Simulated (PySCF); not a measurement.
**SiCl−: a composite coupled-cluster curve**

What constants does extrapolated CCSD(T) give for SiCl−, and what does each step add?

Method: CCSD(T) on ROHF, no relativity in the base curves; scalar relativity is added as a correction; program: PySCF 2.14.0.

## (1) Set-up

```yaml
molecule: SiCl−
state: triplet, unpaired electrons π ↑↑
smaller_basis: Si aug-cc-pV(D+d)Z, Cl aug-cc-pV(D+d)Z
larger_basis: Si aug-cc-pV(T+d)Z, Cl aug-cc-pV(T+d)Z
frozen_core_orbitals: 10
extrapolation: correlation as n⁻³ (n = 2, 3), Hartree–Fock as (n+1)·exp(−9√n)
corrections: scalar relativity
distances_Å: 1.9950, 2.0857, 2.1763, 2.2670, 2.3577, 2.4711, 2.5844
masses_u: 27.9769, 34.9689
dissociation_limit: Si + Cl−
```

The run is started by

```
$ OMP_NUM_THREADS=4 python comp.py task.json out
```

## (2) The runs

Before running it: what results should come out? Wanted: for each run, Re; ωe; ωexe; αe; De.

The runs gave:

| level | Re (Å) | ωe (cm⁻¹) | ωexe (cm⁻¹) | αe (cm⁻¹) | De (eV) |
| --- | --- | --- | --- | --- | --- |
| CCSD(T)/aug-cc-pVDZ(-PP) | 2.3103 | 332.7 | 2.13 | 0.00180 | 1.745 |
| CCSD(T)/aug-cc-pVTZ(-PP) | 2.2554 | 360.9 | 2.31 | 0.00187 | 1.980 |
| HF/CBS | 2.2816 | 334.7 | 2.75 | 0.00213 | 1.556 |
| MP2/CBS | 2.2306 | 377.8 | 2.33 | 0.00185 | 2.103 |
| CCSD/CBS | 2.2443 | 367.1 | 2.44 | 0.00191 | 1.957 |
| CCSD(T)/CBS | 2.2449 | 367.6 | 2.33 | 0.00187 | 2.047 |
| CCSD(T)/CBS+SR | 2.2456 | 366.6 | 2.32 | 0.00187 | 2.042 |

**Reading.** The last step gives Re = 2.2456 Å, ωe = 366.6 cm⁻¹ and De = 2.042 eV; the smaller basis alone is off from it by +64.7 mÅ and -0.30 eV. Near the minimum the mean field binds by 1.55 eV and correlation adds 0.49 eV of binding. T1 is 0.018. Spin–orbit coupling and excitations beyond (T) are left out.
